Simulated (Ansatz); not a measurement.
**triplet AlH2SF: levels of theory compared**

We compute a comparison of 6 runs (U-r2SCAN0/STO-3G, U-revPBE/STO-3G, U-wB97X/STO-3G, UB3LYP/STO-3G, USVWN5/STO-3G, UMP2/STO-3G) of triplet AlH2SF. 

The results are computed with Ansatz 0.2.0.

65 further runs of the same task are left out: 1 that didn't finish, 64 set aside as unsound or not needed.

**1. Starting point**

AlH2SF: 5 atoms, total charge 0, spin state triplet. As SMILES of the parent species, `[F][AlH][SH]`. The shape is that of a PBE0-D4/def2-TZVP optimisation. This is one conformer, not always the lowest. That shape belongs to the parent species and isn't relaxed for this state.

Bond lengths: F1–Al2 1.645 Å, Al2–S3 2.169 Å, Al2–H4 1.569 Å, S3–H5 1.345 Å. Angles: F1–Al2–S3 116.3°, F1–Al2–H4 119.8°, S3–Al2–H4 123.9°, Al2–S3–H5 91.6°.

**2. The energy at U-r2SCAN0/STO-3G (run 1)**

Contents of run.yaml:

```yaml
crystal:
  periodic: [false, false, false]
  atoms:
    - {symbol: F, position_ang: [-1.203500, -1.535800, 0.877500]}
    - {symbol: Al, position_ang: [-0.513900, -0.309100, 0.024800]}
    - {symbol: S, position_ang: [1.536100, 0.182600, 0.533500]}
    - {symbol: H, position_ang: [-1.341100, 0.430400, -1.085200]}
    - {symbol: H, position_ang: [1.572300, 1.158200, -0.392100]}
basis:
  gaussian:
    orbitals: STO-3G
total_charge: 0
magnetization:
  spin_polarized: true
  initial_magnetization: 2
hamiltonian:
  xc: {name: r2SCAN0}
accuracy: high
```

The run is started by

```bash
$ ansatz run run.yaml --threads 1 --pin off --max-ram 2610MiB --events-out events.jsonl --progress --plain --runs-dir runs
```

What it wrote:

```text
Warning: RAYON_NUM_THREADS=1 ignored (pool sized by the plan → 1); use --threads N
Functional definition: r2SCAN0
  name "r2SCAN0"
  parameter a = 0.25
  parameter k0 = 0.174
  parameter k1 = 0.065
  parameter a1 = 4.9479
  exchange = (1 - a)*r2scan_x(k0 = k0, k1 = k1, a1 = a1) + a*exact_x
  correlation = r2scan_c
454 factors; integrals over basis functions are off by at most 2.9e-8 eV
mean field evaluation 1: about -19932.0660 eV, gradient 1.5e1 eV
mean field evaluation 2: about -19903.5833 eV, gradient 6.6e1 eV
mean field evaluation 4: about -19934.7546 eV, gradient 2.7e0 eV
mean field evaluation 8: about -19934.8214 eV, gradient 7.8e-2 eV
mean field evaluation 16: about -19934.8215 eV, gradient 1.8e-3 eV
mean field evaluation 32: about -19935.3783 eV, gradient 1.2e-6 eV
mean field -19935.37830179 eV, -732.6116399059 hartree, gradient 3.9e-8 eV, S^2 2.008751; 6 other end points of the search recorded, 0 dependent functions left out
reference -19935.37830237 eV, -732.6116399275 hartree; 21, 19 occupied and 4, 6 virtual orbitals, 454 factors
Total energy: -19935.37830237 eV, -732.6116399275 hartree
```

Run time: 6.3 s. Hardware: 1 thread of AMD EPYC 9R45 (Zen 5), shared host; peak memory 0.28 GiB.

**3. The energy at U-revPBE/STO-3G (run 2)**

Contents of run.yaml:

```yaml
basis:
  gaussian: {orbitals: STO-3G}
crystal:
  periodic: [false, false, false]
  atoms:
    - {symbol: F, position_ang: [-1.203500, -1.535800, 0.877500]}
    - {symbol: Al, position_ang: [-0.513900, -0.309100, 0.024800]}
    - {symbol: S, position_ang: [1.536100, 0.182600, 0.533500]}
    - {symbol: H, position_ang: [-1.341100, 0.430400, -1.085200]}
    - {symbol: H, position_ang: [1.572300, 1.158200, -0.392100]}
magnetization: {spin_polarized: true, initial_magnetization: 2}
hamiltonian: {xc: {name: revPBE}}
accuracy: high
```

The run is started by

```bash
$ ansatz run run.yaml --threads 1 --pin off --max-ram 2610MiB --events-out events.jsonl --progress --plain --runs-dir runs
```

What it wrote:

```text
Warning: RAYON_NUM_THREADS=1 ignored (pool sized by the plan → 1); use --threads N
Functional definition: revPBE
  name "revPBE"
  parameter kappa = 1.245
  parameter beta = 0.06672455060314922
  exchange = pbe_x(kappa = kappa, mu = beta*pi^2/3)
  correlation = pbe_c(beta = beta)
454 factors; integrals over basis functions are off by at most 2.9e-8 eV
mean field evaluation 1: about -19929.4971 eV, gradient 1.6e1 eV
mean field evaluation 2: about -19868.3448 eV, gradient 1.0e2 eV
mean field evaluation 4: about -19930.7263 eV, gradient 1.4e1 eV
mean field evaluation 8: about -19930.7508 eV, gradient 1.3e1 eV
mean field evaluation 16: about -19933.2184 eV, gradient 9.0e-2 eV
mean field evaluation 32: about -19928.7169 eV, gradient 1.2e1 eV
mean field evaluation 64: about -19930.8622 eV, gradient 4.8e0 eV
mean field -19933.21855353 eV, -732.5322706212 hartree, gradient 8.3e-8 eV, S^2 2.002708; 6 other end points of the search recorded, 0 dependent functions left out
reference -19933.21855576 eV, -732.5322707033 hartree; 21, 19 occupied and 4, 6 virtual orbitals, 454 factors
Total energy: -19933.21855576 eV, -732.5322707033 hartree
```

Run time: 2.3 s. Hardware: 1 thread of AMD EPYC 9R45 (Zen 5), shared host; peak memory 0.17 GiB.

Run 3 isn't shown in full; the table further down has it.

**4. The energy at UB3LYP/STO-3G (run 4)**

Contents of in.yaml:

```yaml
basis:
  gaussian:
    orbitals: STO-3G
crystal:
  periodic: [false, false, false]
  atoms:
    - symbol: F
      position_ang: [-1.203500, -1.535800, 0.877500]
    - symbol: Al
      position_ang: [-0.513900, -0.309100, 0.024800]
    - symbol: S
      position_ang: [1.536100, 0.182600, 0.533500]
    - symbol: H
      position_ang: [-1.341100, 0.430400, -1.085200]
    - symbol: H
      position_ang: [1.572300, 1.158200, -0.392100]
magnetization:
  spin_polarized: true
  initial_magnetization: 2
hamiltonian:
  xc: {name: B3LYP}
accuracy: high
```

The run is started by

```bash
$ ansatz run in.yaml --threads 1 --pin off --max-ram 2610MiB --events-out events.jsonl --progress --plain --runs-dir runs
```

What it wrote:

```text
Warning: RAYON_NUM_THREADS=1 ignored (pool sized by the plan → 1); use --threads N
Functional definition: B3LYP
  name "B3LYP"
  parameter a0 = 0.2
  parameter ax = 0.72
  parameter ac = 0.81
  exchange = (1 - a0 - ax)*slater_x + ax*b88_x + a0*exact_x
  correlation = (1 - ac)*vwn_rpa_c + ac*lyp_c
454 factors; integrals over basis functions are off by at most 2.9e-8 eV
mean field evaluation 1: about -19933.5760 eV, gradient 1.6e1 eV
mean field evaluation 2: about -19891.6973 eV, gradient 8.2e1 eV
mean field evaluation 4: about -19935.6932 eV, gradient 8.2e0 eV
mean field evaluation 8: about -19936.4600 eV, gradient 3.8e0 eV
mean field evaluation 16: about -19936.7506 eV, gradient 1.4e0 eV
mean field evaluation 32: about -19937.1303 eV, gradient 3.1e-1 eV
mean field -19937.13222988 eV, -732.6760955745 hartree, gradient 2.2e-8 eV, S^2 2.002783; 4 other end points of the search recorded, 0 dependent functions left out
reference -19937.13225642 eV, -732.6760965499 hartree; 21, 19 occupied and 4, 6 virtual orbitals, 454 factors
Total energy: -19937.13225642 eV, -732.6760965499 hartree
```

Wall time 2 s (1 thread of AMD EPYC 9R45 (Zen 5), shared host); peak memory 0.17 GiB.

Run 5 isn't shown in full; the table further down has it.

**5. A single-point energy at UMP2/STO-3G (run 6)**

Contents of in.yaml:

```yaml
crystal:
  periodic: [false, false, false]
  atoms:
    - {symbol: F, position_ang: [-1.203500, -1.535800, 0.877500]}
    - {symbol: Al, position_ang: [-0.513900, -0.309100, 0.024800]}
    - {symbol: S, position_ang: [1.536100, 0.182600, 0.533500]}
    - {symbol: H, position_ang: [-1.341100, 0.430400, -1.085200]}
    - {symbol: H, position_ang: [1.572300, 1.158200, -0.392100]}
basis:
  gaussian:
    orbitals: STO-3G
magnetization:
  spin_polarized: true
  initial_magnetization: 2
correlation:
  method: mp2
  frozen_orbitals: {Al: 5, F: 1, H: 0, S: 5}
accuracy: high
```

The run is started by

```bash
$ ansatz run in.yaml --threads 1 --pin off --max-ram 2610MiB --events-out events.jsonl --progress --plain --runs-dir runs
```

What it wrote, shortened:

```text
Warning: RAYON_NUM_THREADS=1 ignored (pool sized by the plan → 1); use --threads N
Functional definition: HF
  name "HF"
[...]
454 factors; integrals over basis functions are off by at most 2.9e-8 eV
[...]
mean field -19896.62953145 eV, -731.1876488611 hartree, gradient 8.0e-8 eV, S^2 2.033676; 12 other end points of the search recorded, 0 dependent functions left out
11 core orbitals not correlated: weight in the atoms' cores, before any rotation towards them, 0.999 or more for the frozen orbitals, at most 0.000 for the correlated occupied ones
reference -19896.62953145 eV, -731.1876488611 hartree; 10, 8 occupied and 4, 6 virtual orbitals, 454 factors
second order -1.43881865 eV of doubles, -0.00000000 eV of singles
Total energy: -19898.06835010 eV, -731.2405244712 hartree
```

It took 0.34 s on 1 thread of AMD EPYC 9R45 (Zen 5), shared host.

**6. The series**

```
run             level  frozen core orbitals  energy (Eh)   ⟨S²⟩  wall time
  1  U-r2SCAN0/STO-3G                     –  -732.611640  2.009      6.3 s
  2   U-revPBE/STO-3G                     –  -732.532271  2.003      2.3 s
  3    U-wB97X/STO-3G                     –  -732.639061  2.006       23 s
  4     UB3LYP/STO-3G                     –  -732.676097  2.003        2 s
  5     USVWN5/STO-3G                     –  -729.535865  2.001      1.6 s
  6       UMP2/STO-3G                    11  -731.240524  2.034     0.34 s
```

**7. Outcome**

```
                                           quantity          value
                                run 6: total energy  -731.24052 Eh
run 6: correlation energy (11 core orbitals frozen)      -52.9 mEh
           run 6: ⟨S²⟩ of the reference determinant          2.034
```

What this shows: Totals of different functionals can't be ranked against each other. In runs 1, 2, 3, 4, 5, 6 the basis is minimal, so the values are rough. All runs together took 36 s, the longest 23 s.
